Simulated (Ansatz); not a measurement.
Input for Ansatz (development build ahead of 0.2.0):

```yaml
crystal:
  periodic: [false, false, false]
  atoms:
    - { symbol: B, position_ang: [-0.02634, 0.03043, -0.75719] }
    - { symbol: B, position_ang: [0.03407, -0.02658, 0.76171] }
basis:
  gaussian: { orbitals: aug-cc-pVDZ }
magnetization:
  spin_polarized: true
  initial_magnetization: 2
hamiltonian:
  xc: hf
```

The input is written out in the form of the current development build from the run's settings.

Results

```
Converged                       : yes
Total energy                    : -49.14509 hartree
Spin squared of the determinant : 2.919
```

Caution: the unrestricted determinant is a mixture of spin states.
